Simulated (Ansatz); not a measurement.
## A reaction path, image by image

Si2H4, singlet, from Si₂H₄ ([SiH][SiH3]) to Si₂H₄ ([SiH2][SiH2]); PBE0-D4/def2-SVP (Ansatz 0.2.0). Settings:

```yaml
hamiltonian: {xc: pbe0, dispersion: d4}
neb:
  images: 5
  climbing: true
  max_iterations: 40
  initial_path: idpp
```

First end:

H1  (-1.090, 0.214, -0.036)
Si2  (0.325, -0.582, -0.230)
H3  (-0.017, -1.584, -1.278)
Si4  (-0.053, 1.609, -0.494)
H5  (0.245, 1.665, 1.001)
H6  (0.589, -1.321, 1.037)
(Å)

Second end:

H1  (-1.706, 1.221, -0.743)
Si2  (0.464, -0.965, -0.023)
H3  (0.278, -1.861, -1.187)
Si4  (-0.464, 0.965, 0.023)
H5  (-0.278, 1.862, 1.186)
H6  (1.705, -1.221, 0.743)
(Å)

The ends were relaxed with PBE0-D4 in triple zeta, so they are not quite minima here (largest force components 0.15 and 0.11 eV/Å).

Energies along the converged band: It took 5 iterations. Path lengths are measured after rigid turns and shifts between images are taken out.
```csv
image,path length (Å),energy (kcal/mol)
0,0.00,0.00
1,0.45,3.61
2 (climbing),0.90,7.27
3,1.24,5.08
4,1.59,0.23
5,1.94,-4.57
6,2.29,-6.48
```
Energies count from the first end.

The images between the ends:
Image 1:
```xyz
6
angstrom
H -1.2031 0.3736 -0.2345
Si 0.3554 -0.5916 -0.1917
H -0.0828 -1.6192 -1.1908
Si -0.0749 1.5908 -0.4406
H 0.1219 1.6357 1.0804
H 0.8836 -1.3894 0.9771
```

Image 2:
```xyz
6
angstrom
H -1.3904 0.5848 -0.3673
Si 0.3977 -0.6505 -0.1382
H -0.0690 -1.6480 -1.1554
Si -0.1173 1.4979 -0.3687
H 0.0293 1.6657 1.1372
H 1.1498 -1.4500 0.8923
```

Image 3:
```xyz
6
angstrom
H -1.5389 0.7359 -0.4320
Si 0.4186 -0.7236 -0.1086
H -0.0065 -1.6776 -1.1794
Si -0.1742 1.3921 -0.2764
H -0.0552 1.7185 1.1908
H 1.3565 -1.4454 0.8055
```

Image 4:
```xyz
6
angstrom
H -1.6606 0.8804 -0.4918
Si 0.4370 -0.8078 -0.0845
H 0.0769 -1.7023 -1.2228
Si -0.2485 1.2587 -0.1587
H -0.1430 1.7801 1.2395
H 1.5383 -1.4093 0.7182
```

Image 5:
```xyz
6
angstrom
H -1.7446 1.0217 -0.5525
Si 0.4642 -0.8940 -0.0678
H 0.1715 -1.7272 -1.2672
Si -0.3545 1.1024 -0.0245
H -0.2297 1.8331 1.2677
H 1.6932 -1.3362 0.6443
```

The band counts as converged below 0.05 eV/Å. The run took about 27 s on 2 CPU threads of an Arm Neoverse V2 (shared host).
